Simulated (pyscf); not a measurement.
Single points on ωB97X-D3(BJ)/def2-SVP structures (PySCF, gas phase).

Problem. PBE/def2-TZVP puts the barrier of H₃C–SnH₂–OH (SMILES [CH3][SnH2][OH]) + H₂ (SMILES [H][H]) -> H₃C–SnH₃ (SMILES [CH3][SnH3]) + H₂O (SMILES O) (four-centre exchange; singlet surface; O–Sn, H–H broken, H–Sn, H–O formed) at 121.7 kJ/mol and the reaction energy at +3.7 kJ/mol, from the separated reactants. What do r²SCAN/def2-TZVP, M06-2X/def2-TZVP, ωB97M-D3(BJ)/def2-TZVP give on the same structures?

Solution. r²SCAN: ΔE‡ = 131.6 kJ/mol, ΔE = +8.8 kJ/mol; M06-2X: ΔE‡ = 150.3 kJ/mol, ΔE = +23.2 kJ/mol; ωB97M-D3(BJ): ΔE‡ = 142.1 kJ/mol, ΔE = -0.5 kJ/mol. PBE's barrier lies under all of them, by 9.9 to 28.6 kJ/mol. Its reaction energy lies among theirs. At the saddle there is also a short H–Sn contact that neither side keeps. This is the saddle that the search found; another between the same sides may lie lower. Elements past Kr carry the def2 core potentials, without spin-orbit coupling.
